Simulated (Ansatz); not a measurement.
Abridged output of a molecular run in Ansatz:

```
Functional definition: HF
771 factors; integrals over basis functions are off by at most 9.1e-4 eV
mean field evaluation 1: about -4595.7384 eV, gradient 3.9e1 eV
mean field evaluation 2: about -4595.7412 eV, gradient 3.9e1 eV
mean field evaluation 4: about -4598.7251 eV, gradient 4.0e0 eV
mean field evaluation 8: about -4598.7755 eV, gradient 4.0e-1 eV
mean field evaluation 16: about -4598.7215 eV, gradient 4.0e0 eV
mean field -4598.77706546 eV, -169.0019399927 hartree, gradient 3.7e-6 eV, S^2 0.000000; 0 other end points of the search recorded, 0 dependent functions left out
3 core orbitals not correlated: weight in the atoms' cores, before any rotation towards them, 1.000 or more for the frozen orbitals, at most 0.000 for the correlated occupied ones
reference -4598.77706546 eV, -169.0019399927 hartree; 9, 9 occupied and 120, 120 virtual orbitals, 771 factors
second order -16.41676605 eV of doubles, -0.00000000 eV of singles
cycle   1  -16.19957426 eV  change    2.2e-1 eV  update   9.7e-2
cycle   2  -16.60782789 eV  change   -4.1e-1 eV  update   3.1e-2
cycle   3  -16.71757432 eV  change   -1.1e-1 eV  update   1.6e-2
cycle   4  -16.70535139 eV  change    1.2e-2 eV  update   4.5e-3
cycle   5  -16.70161712 eV  change    3.7e-3 eV  update   2.0e-3
cycle   6  -16.70266795 eV  change   -1.1e-3 eV  update   6.3e-4
cycle   7  -16.70238774 eV  change    2.8e-4 eV  update   2.1e-4
cycle   8  -16.70224370 eV  change    1.4e-4 eV  update   6.4e-5
cycle   9  -16.70225285 eV  change   -9.1e-6 eV  update   2.7e-5
cycle  10  -16.70225487 eV  change   -2.0e-6 eV  update   9.9e-6
perturbative correction -0.69981363 eV, -0.0257176766 hartree
Total energy: -4616.17913397 eV, -169.6414542147 hartree
```

Its atoms:

Z-matrix (Å, degrees):
```
N
C 1 1.351
H 1 1.003 2 121.3
H 1 1.006 2 119.3 3 -179.9
O 2 1.206 1 125.0 3 180.0
H 2 1.107 1 112.3 3 -0.0
```

(1) Which basis set was used?
A. def2-SVPD
B. cc-pV(D+d)Z
C. def2-TZVPPD
D. cc-pV(T+d)Z

(2) Write the keys of the input that set method, charge and spin (a neutral closed shell needs none for the last two).

Results:

(1) D. It gives 132 functions.

(2) 
```yaml
correlation: {method: ccsd_t}
```
